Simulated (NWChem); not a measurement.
## A calculation on nitrogen dioxide (NO₂)

```xyz
3

O     -1.1093     0.0000     0.1425
N      0.0000     0.0000    -0.3257
O      1.1093     0.0000     0.1425
```
Charge 0, spin multiplicity 2.

Everything below was run with NWChem. All single points use one geometry, from UPBE/def2-SVP, a minimum by its harmonic frequencies.

The unpaired electrons of the parent sit in orbitals of symmetry a1 (C2v labels of the run); other states weren't searched. No SCF solution was tested for a lower state. Open-shell Hartree-Fock references start from PBE0 orbitals.

Worked example. At HF/def2-TZVP the molecule has a total energy of -204.11685 Ha and the free atoms (multiplicities O 3, N 4) N -54.40275, O -74.81563 Ha. The electronic atomisation energy is the atoms' sum less the molecule's energy.

2·(-74.81563) + 1·(-54.40275) = -204.03401 Ha for the atoms; less the molecule's energy this leaves 0.08284 Ha, or 52.0 kcal/mol (217 kJ/mol), without zero-point, thermal or spin-orbit terms.
